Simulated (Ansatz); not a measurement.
Total energies of AlH$_{3}$SSi, SMILES `[AlH]1[SiH2][S]1`.

Z-matrix (Å, degrees):
```
Si
S 1 2.201
Al 1 2.318 2 57.3
H 1 1.487 2 112.5 3 -118.4
H 1 1.487 2 112.5 3 118.4
H 3 1.572 1 165.3 2 180.0
```

The species carries charge 0 and has multiplicity 1. The geometry is a stationary point of PBE0-D4/def2-TZVP. Basis def2-TZVPP, Ansatz.

RPA on PBE orbitals: Hartree–Fock energy of these orbitals -930.13985 Eh, correlation -0.67546 Eh (frozen core).

```csv
functional,energy without D4 (Eh),D4 term (kJ/mol)
LDA (SPW92),-928.37261,–
PBE,-931.51346,-14.1
revPBE,-931.78993,-34.7
BLYP,-931.96605,-30.2
r2SCAN,-931.89321,-3.0
B97M-V,-931.74628,–
PBE0,-931.59782,-11.9
B3LYP,-932.03310,-23.3
r2SCANh,-931.88754,-3.3
r2SCAN0,-931.87981,-3.7
HSE06 (plane-wave form),-931.57771,-11.3
BHLYP,-931.96901,-21.7
CAM-B3LYP,-931.98639,-12.4
LC-ωPBE,-931.67680,–
ωB97X-V,-931.82387,–
ωB97M-V,-931.90679,–
B2PLYP,-931.60441,–
PBE-QIDH,-931.33542,–
```

B3LYP takes the VWN-RPA correlation (the form of Gaussian; ORCA's B3LYP/G). HSE06 is the plane-wave form, built on full-range PBE exchange. The double hybrids freeze the cores in their second-order part.

LC-ωPBE has ω = 0.4 bohr⁻¹.
